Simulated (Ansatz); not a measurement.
`COC(C)OC`. Charge 0, multiplicity 1. The geometry is a stationary point of PBE0-D4/def2-TZVP. It is one conformer, not always the lowest.

```xyz
16

C    -1.367   -1.551   -0.914
O    -0.051   -1.078   -1.081
C     0.368   -0.225   -0.077
C     1.832    0.064   -0.297
O    -0.414    0.948   -0.131
C    -0.481    1.648    1.079
H    -1.551   -2.268   -1.712
H    -1.482   -2.057    0.055
H    -2.096   -0.739   -0.978
H     0.201   -0.698    0.912
H     2.412   -0.857   -0.236
H     1.964    0.505   -1.286
H     2.204    0.760    0.456
H    -0.841    1.008    1.897
H    -1.185    2.469    0.940
H     0.489    2.070    1.373
```

What is the dipole moment at B3LYP/def2-TZVPP? (An estimate is asked.)

The calculation gave: 1.81 D, with components (-0.21, 0.02, 1.80) D in this frame, pointing from negative to positive charge.

And with PBE, r2SCAN, ωB97M-V? (An estimate is asked.)

Computed: PBE 1.64 D, r2SCAN 1.71 D, ωB97M-V 1.83 D.

Give the Mulliken charges with B3LYP, ωB97M-V, r2SCAN in def2-TZVPP. (Estimate.)

Ansatz gave: 
```json
{"atom": "C1", "B3LYP": "-0.14", "ωB97M-V": "-0.19", "r2SCAN": "-0.01"}
{"atom": "O2", "B3LYP": "-0.31", "ωB97M-V": "-0.29", "r2SCAN": "-0.31"}
{"atom": "C3", "B3LYP": "0.28", "ωB97M-V": "0.18", "r2SCAN": "0.32"}
{"atom": "C4", "B3LYP": "-0.23", "ωB97M-V": "-0.27", "r2SCAN": "-0.14"}
{"atom": "O5", "B3LYP": "-0.32", "ωB97M-V": "-0.30", "r2SCAN": "-0.32"}
{"atom": "C6", "B3LYP": "-0.12", "ωB97M-V": "-0.17", "r2SCAN": "0.00"}
{"atom": "H7", "B3LYP": "0.12", "ωB97M-V": "0.13", "r2SCAN": "0.07"}
{"atom": "H8", "B3LYP": "0.07", "ωB97M-V": "0.09", "r2SCAN": "0.03"}
{"atom": "H9", "B3LYP": "0.11", "ωB97M-V": "0.13", "r2SCAN": "0.07"}
{"atom": "H10", "B3LYP": "0.02", "ωB97M-V": "0.07", "r2SCAN": "-0.01"}
{"atom": "H11", "B3LYP": "0.08", "ωB97M-V": "0.10", "r2SCAN": "0.05"}
{"atom": "H12", "B3LYP": "0.09", "ωB97M-V": "0.11", "r2SCAN": "0.05"}
{"atom": "H13", "B3LYP": "0.07", "ωB97M-V": "0.08", "r2SCAN": "0.04"}
{"atom": "H14", "B3LYP": "0.08", "ωB97M-V": "0.10", "r2SCAN": "0.04"}
{"atom": "H15", "B3LYP": "0.11", "ωB97M-V": "0.13", "r2SCAN": "0.07"}
{"atom": "H16", "B3LYP": "0.09", "ωB97M-V": "0.10", "r2SCAN": "0.05"}
```

B3LYP here is the variant with VWN-RPA as its local correlation; programs differ in this.
